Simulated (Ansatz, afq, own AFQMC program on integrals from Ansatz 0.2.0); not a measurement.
AFQMC on a folder of integrals that Ansatz 0.2.0 wrote.

```yaml
crystal:
  periodic: [false, false, false]
  atoms:
    - {symbol: B, position_ang: [-0.907013, 0.761250, -0.697451]}
    - {symbol: N, position_ang: [0.270982, 0.502179, 0.033703]}
    - {symbol: C, position_ang: [0.595119, -0.602556, 0.772773]}
    - {symbol: H, position_ang: [-1.780464, -0.073940, -0.704965]}
    - {symbol: H, position_ang: [-0.990908, 1.811683, -1.286553]}
    - {symbol: H, position_ang: [0.989840, 1.219596, 0.024231]}
    - {symbol: H, position_ang: [1.555829, -0.649111, 1.283165]}
    - {symbol: H, position_ang: [-0.125584, -1.417101, 0.831998]}
basis:
  gaussian: {orbitals: def2-TZVP}
magnetization: {spin_polarized: true, initial_magnetization: 1}
correlation: {method: ccsd_t, electrons: outside_noble_gas, hamiltonian_folder: ham}
```

```sh
$ ansatz run in.yaml --threads 1 --pin off --events-out ev --progress --plain --max-ram 16896MiB --backend cuda --devices 0, --max-vram 18GiB
```

afq runs on the folder ham with

```
--method phaseless --trial cisd --walkers 900 --populations 20 --least-time 60 --time-step 0.005 --steps-per-block 50 --equilibration-blocks 28 --max-blocks 4000 --target-error 0.00024 --factor-cut 1e-05 --start spin_pure --seed 6941 --release-times 0.24,0.51,0.99,1.5 --release-step 0.03 --release-every 4 --taylor-order 6
```

Times are imaginary, in 1/Eh. The walk had a cap of 260 s. With eight or more populations the least sampling time is a fifth of least-time, and the error comes from their spread.

Log:

```
orbitals 120  electrons 9 8  factors 842 of 842
reference energy -119.94045438 Eh
CCSD correlation -0.48743906 Eh in 13 cycles, weight of the determinant in the CISD state 0.8414
energy of the start -120.426597 Eh
 block  time / (1/Eh)  mean weight  energy / Eh
     1     0.250  0.9995  -120.419344
     2     0.500  0.9989  -120.427101
     3     0.750  0.9995  -120.435125
     4     1.000  0.9993  -120.438186
     5     1.250  0.9999  -120.443402
     8     2.000  1.0005  -120.444767
    13     3.250  1.0002  -120.446374
    25     6.250  1.0010  -120.449959
    37     9.250  1.0008  -120.444903
    49    12.250  0.9994  -120.447473
    61    15.250  1.0006  -120.445585
    73    18.250  1.0002  -120.450235
    85    21.250  1.0003  -120.448347
    97    24.250  1.0006  -120.447833
   109    27.250  0.9982  -120.448136
   117    29.250  1.0002  -120.452455
   121    30.250  0.9996  -120.443794
   133    33.250  1.0000  -120.446511
   145    36.250  1.0001  -120.449591
   157    39.250  0.9995  -120.443659
   169    42.250  1.0011  -120.446778
   181    45.250  0.9993  -120.444082
   189    47.250  1.0000  -120.450391
error from the spread of 20 populations
released: time / (1/Eh)  energy / Eh  error  mean overlap
  0.24  -120.448197  0.000312  0.9900
  0.51  -120.447860  0.000276  0.9890
  0.99  -120.448159  0.000438  0.9777
  1.50  -120.448913  0.000518  0.9546
energy -120.447754 +/- 0.000304 Eh
(rows thinned)
```

The run passed its tests (sampling time, drift between the halves within three errors, error under three times the target), which doesn't prove that it has relaxed, ending at its cap on processor time.

Against this walk (error 8.3 meV) on the same determinant: CCSD(T) 41.0 meV higher. The error is statistical and leaves out the bias of the constraint. None of these is a sure reference here. The released energies are still falling (meV from the phaseless value at times in 1/Eh: -12 ± 8 at 0.24, -3 ± 8 at 0.51, -11 ± 12 at 0.99, -32 ± 14 at 1.50), so they give no level.

Cautions: constraint bias not in the error; error above the target (8.3 against 6.5 meV).

The walk took 4.4 min on 1 × NVIDIA H100 80GB HBM3 with 2 threads of AMD EPYC 7R13 Processor (Zen 3), on a shared host (the card was shared). The log's last line is the phaseless energy.
